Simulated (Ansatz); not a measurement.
# CH6OSi: the cost of one run

All numbers below are computed with Ansatz 0.2.0 (RKS PBE-D4/def2-SVP).

## 1. Starting point

Bond lengths: Si1–C2 1.870 Å, C2–H3 1.110 Å, C2–H4 1.110 Å, C2–H5 1.110 Å, Si1–H6 1.460 Å, Si1–H7 1.459 Å, Si1–O8 1.679 Å, O8–H9 1.010 Å. Angles: Si1–C2–H3 109.5°, Si1–C2–H4 109.5°, Si1–C2–H5 109.5°, H3–C2–H4 109.4°, H3–C2–H5 109.4°, H4–C2–H5 109.4°, C2–Si1–H6 109.5°, C2–Si1–H7 109.5°, C2–Si1–O8 109.5°, H6–Si1–H7 109.5°, H6–Si1–O8 109.5°, H7–Si1–O8 109.5°, Si1–O8–H9 109.5°.

As a file:

```xyz
9

Si    0.0000    0.0000    0.0000
C     0.0000    0.0000    1.8700
H    -0.9996   -0.3092    2.2405
H     0.7676   -0.7111    2.2405
H     0.2320    1.0203    2.2405
H     1.3768    0.0000   -0.4862
H    -0.6877    1.1914   -0.4862
O    -0.7913   -1.3709   -0.5594
H    -1.2459   -1.8365    0.2129
```

## 2. Preparing the start

Input file input.yaml:

```yaml
crystal:
  periodic: [false, false, false]
  atoms:
    - { symbol: Si, position_ang: [0.0, 0.0, 0.0] }
    - { symbol: C, position_ang: [0.0, 0.0, 1.87] }
    - { symbol: H, position_ang: [-0.9996, -0.3092, 2.2405] }
    - { symbol: H, position_ang: [0.7676, -0.7111, 2.2405] }
    - { symbol: H, position_ang: [0.232, 1.0203, 2.2405] }
    - { symbol: H, position_ang: [1.3768, 0.0, -0.4862] }
    - { symbol: H, position_ang: [-0.6877, 1.1914, -0.4862] }
    - { symbol: O, position_ang: [-0.7913, -1.3709, -0.5594] }
    - { symbol: H, position_ang: [-1.2459, -1.8365, 0.2129] }
basis:
  gaussian: { orbitals: def2-SVP }
hamiltonian:
  xc: pbe
  dispersion: d4
relax:
  f_tol: 0.02
  max_steps: 40
```

On the command line:

```bash
ansatz run input.yaml --threads 2 --pin off --max-ram 3072MiB --backend cpu --events-out ev --progress --plain --runs-dir out
```

**Question.** How long does this run take on 2 threads of Arm Neoverse V2, shared host, and how much memory does it need?

About 13 s, with a peak of 0.13 GiB.
